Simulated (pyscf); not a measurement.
Optimised with ωB97X-D3(BJ)/def2-SVP in PySCF.

Q: Estimate the classical barrier height and the reaction energy of ethylene (H₂C=CH₂) + acetylene (HC≡CH) -> 1,3-butadiene (H₂C=CH–CH=CH₂) at ωB97M-D3(BJ)/def2-TZVP. The step runs on the singlet surface, breaks C–H and forms C–C, C–H; take the separated reactants as zero.

A: ΔE‡ = 73.1 kcal/mol, ΔE = -44.9 kcal/mol. Zero-point energy shifts the barrier by -0.6 kcal/mol. It is an addition across a multiple bond or ene-type step, with an imaginary mode of 860i cm⁻¹. One saddle was located; it need not be the lowest between these sides. One closed-shell reference is unstable to symmetry breaking; treat the single-reference values with care.
